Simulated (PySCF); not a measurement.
Geometry (Å), atoms numbered from 1 in this order:
```xyz
8

Si    0.453   -0.656    0.321
H     0.433   -0.730    1.810
H     1.864   -0.702   -0.157
C    -0.425    0.870   -0.296
H     0.057    1.776    0.105
H    -1.478    0.867    0.023
H    -0.395    0.918   -1.394
Cl   -0.511   -2.343   -0.413
```

- PBE0-D3(BJ)/def2-SVP geometry
- shielding tensors at PBE0/pcSseg-1 (GIAO)
- program: PySCF 2.14.0 with density-fitted response routines
- one conformer, in vacuum, one averaged value for each set of equivalent atoms, non-relativistic Hamiltonian

References, each an isolated molecule treated in the same way: 13C (σ = 184.41 ppm), 1H (σ = 31.27 ppm), 29Si (σ = 351.99 ppm) against TMS; 35Cl (σ = 943.27 ppm) against HCl.

```json
{"atoms": "Si1", "nucleus": "29Si", "count": "1", "δ (ppm)": "?"}
{"atoms": "H5/H6/H7", "nucleus": "1H", "count": "3", "δ (ppm)": "?"}
{"atoms": "C4", "nucleus": "13C", "count": "1", "δ (ppm)": "0.2"}
{"atoms": "Cl8", "nucleus": "35Cl", "count": "1", "δ (ppm)": "-47"}
{"atoms": "H2/H3", "nucleus": "1H", "count": "2", "δ (ppm)": "5.11"}
```

Problem. Complete the table.

Solution. 
- H5/H6/H7: 0.52 ppm, hydrogen on a carbon bonded to Si
- Si1: -2.6 ppm, silicon bonded to C, Cl, 2 H

Shifts are as computed. Against solution values, carbons near 30 ppm lie about +2 ppm off and those near 130 ppm about +5 ppm. Of 1211 compounds with measured shifts, 218 miss one by over three times the rms of a fit or turn the order of signals round; such compounds aren't used in these exercises.
